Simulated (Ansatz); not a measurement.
fcc Ni was calculated with r²SCAN+rVV10 (PAW; Ansatz, a first-principles code).

Numerical settings: plane-wave cutoff 500 eV, 36×36×36 k mesh, Fermi–Dirac smearing 0.1 eV, spin-polarised with parallel moments, scalar-relativistic PAW data made under PBE.

Cell (relaxed at this level):

```
Ni
1.0
    0.00000     1.73328     1.73328
    1.73328     0.00000     1.73328
    1.73328     1.73328     0.00000
Ni
1
Direct
  0.00000   0.00000   0.00000
```

Q: Predict the magnetic moment per atom (the cell's total over its atoms).

A: 
* **magnetic moment per atom (the cell's total over its atoms)**: 0.73 μB

Moments are spin moments.

Computed values are for the static lattice.

It cost very roughly 11 core-minutes of CPU time.
